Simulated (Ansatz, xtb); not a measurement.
## C5H6O: which of two isomers lies lower

Structure I: `CC#CCC=O`, a singlet. Structure II: `CCC#CC=O`, a singlet. Both are isolated molecules in the gas phase, relaxed with PBE-D3(BJ)/def2-SVP; each stands in its lowest conformer found.

Quicker runs give these differences E(II) − E(I): GFN2-xTB +1.0 kcal/mol; HF/STO-3G +0.8 kcal/mol (at GFN2-xTB geometries); r2SCAN-D4/def2-SVP +0.9 kcal/mol (at GFN2-xTB geometries).

**Question.** Estimate E(II) − E(I) at the level CCSD(T)/def2-SVP + ΔMP2/def2-TZVPP.

**Answer.** Calculated at CCSD(T)/def2-SVP + ΔMP2/def2-TZVPP: E(II) − E(I) = +2.0 kcal/mol, so structure I lies lower.

Level by level:

| level | geometry | E(II) − E(I) (kcal/mol) | departure from the last row (kcal/mol) | job, with rough time for the two |
| --- | --- | --- | --- | --- |
| GFN2-xTB | GFN2-xTB | +1.0 | −1.0 | optimisation, 0.14 s |
| HF/STO-3G | GFN2-xTB | +0.8 | −1.3 | single point, 0.36 s |
| r2SCAN-D4/def2-SVP | GFN2-xTB | +0.9 | −1.1 | single point, 4.7 s |
| PBE-D3(BJ)/def2-SVP | PBE-D3(BJ)/def2-SVP | +0.8 | −1.2 | optimisation, 40 s |
| HF/def2-SVP | PBE-D3(BJ)/def2-SVP | +4.0 | +2.0 | part of the CCSD(T) run |
| MP2/def2-SVP | PBE-D3(BJ)/def2-SVP | +1.3 | −0.7 | part of the CCSD(T) run |
| CCSD(T)/def2-SVP | PBE-D3(BJ)/def2-SVP | +1.6 | −0.4 | single point |
| CCSD(T)/def2-SVP + ΔMP2/def2-TZVPP | PBE-D3(BJ)/def2-SVP | +2.0 |  | single point, 60 s |

As drawn, both hold the same kinds of bond in the same numbers.

The levels shown agree on the order. The largest departure from CCSD(T)/def2-SVP + ΔMP2/def2-TZVPP is that of HF/def2-SVP, 2.0 kcal/mol. A small imaginary or near-zero mode remains, so no thermal terms are given. The last row adds to CCSD(T) the change of the MP2 difference between the two basis sets, here +0.4 kcal/mol.

The correlated steps freeze 6 core orbitals. Programs: Ansatz 0.2.0, xtb 6.7.1; the last row on 2 threads of Arm Neoverse V1 on a shared host.
